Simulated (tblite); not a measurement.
C3H4Cl (doublet state).
SMILES with atom numbers: `[Cl:1][C:2]1[CH2:3][CH2:4]1` (hydrogens: H5, H6 on C3; H7, H8 on C4)

Computed with GFN2-xTB (tblite), gas phase: L-BFGS steps from a force-field or distance-geometry start until the largest atomic force falls under 0.01 eV/Å.

Step 4: E = -350.9736 eV
```
atom  x, y, z in Å  |  force x, y, z in eV/Å
Cl1    -1.2663    1.9829    0.3086    0.000  -0.013  -0.107
C2     -0.4890    0.6887   -0.4690    0.144   0.088   0.009
C3      0.8267    0.1248   -0.1148   -0.163   0.063   0.072
C4     -0.4431   -0.6986    0.0022   -0.255  -0.199   0.188
H5      1.2783    0.4340    0.8153    0.242   0.131   0.004
H6      1.5248   -0.1231   -0.8949    0.060   0.003  -0.085
H7     -0.6036   -1.5248   -0.6782    0.008   0.136   0.010
H8     -0.8187   -0.8744    1.0061   -0.037  -0.209  -0.091
```

Step 5: E = -350.9790 eV
```
atom  x, y, z in Å  |  force x, y, z in eV/Å
Cl1    -1.2701    1.9899    0.3054    0.050  -0.096  -0.126
C2     -0.4883    0.6883   -0.4625    0.087   0.088  -0.006
C3      0.8270    0.1255   -0.1135   -0.046   0.026   0.066
C4     -0.4408   -0.7023    0.0060   -0.276  -0.100   0.102
H5      1.2873    0.4406    0.8128    0.191   0.088  -0.028
H6      1.5274   -0.1247   -0.8964   -0.037   0.037  -0.006
H7     -0.6070   -1.5243   -0.6793    0.039   0.152   0.010
H8     -0.8265   -0.8836    1.0028   -0.008  -0.195  -0.011
```

Step 6: E = -350.9854 eV
```
atom  x, y, z in Å  |  force x, y, z in eV/Å
Cl1    -1.2738    1.9965    0.2990    0.081  -0.136  -0.120
C2     -0.4862    0.6888   -0.4547    0.024   0.005  -0.009
C3      0.8278    0.1262   -0.1105    0.011  -0.036   0.077
C4     -0.4429   -0.7069    0.0115   -0.145   0.134  -0.012
H5      1.3021    0.4503    0.8088    0.104   0.024  -0.066
H6      1.5289   -0.1256   -0.8977   -0.131   0.054   0.065
H7     -0.6103   -1.5209   -0.6808    0.055   0.116  -0.031
H8     -0.8364   -0.8991    0.9997    0.003  -0.161   0.096
```

Problem. Estimate the geometry and energy of step 7. (The exact step hangs on the optimiser's Hessian estimate; all steps are aligned on step 6, rigid shifts and turns removed.)

Solution. E = -350.9900 eV, largest force 0.203 eV/Å
```
atom  x, y, z in Å  |  force x, y, z in eV/Å
Cl1    -1.2748    1.9985    0.2921    0.069  -0.100  -0.092
C2     -0.4838    0.6893   -0.4498   -0.033  -0.032  -0.018
C3      0.8276    0.1260   -0.1066    0.061  -0.065   0.064
C4     -0.4477   -0.7074    0.0156   -0.020   0.195  -0.044
H5      1.3149    0.4578    0.8049    0.031  -0.021  -0.070
H6      1.5275   -0.1252   -0.8977   -0.175   0.043   0.094
H7     -0.6115   -1.5160   -0.6826    0.056   0.089  -0.054
H8     -0.8432   -0.9136    0.9994    0.011  -0.108   0.121
```

The energy changes by -0.0046 eV. The first-order estimate −F·Δx gives -0.0062 eV and the mean of the old and new forces, exact on a quadratic surface, -0.0046 eV. The step makes an angle of 55° with the force vector and moves no atom by more than 0.016 Å.

What follows is the cost of the whole relaxation. The run took under 0.1 s wall on one thread of an Arm Neoverse V2, shared host with 192 logical CPUs at a one-minute load of 50.
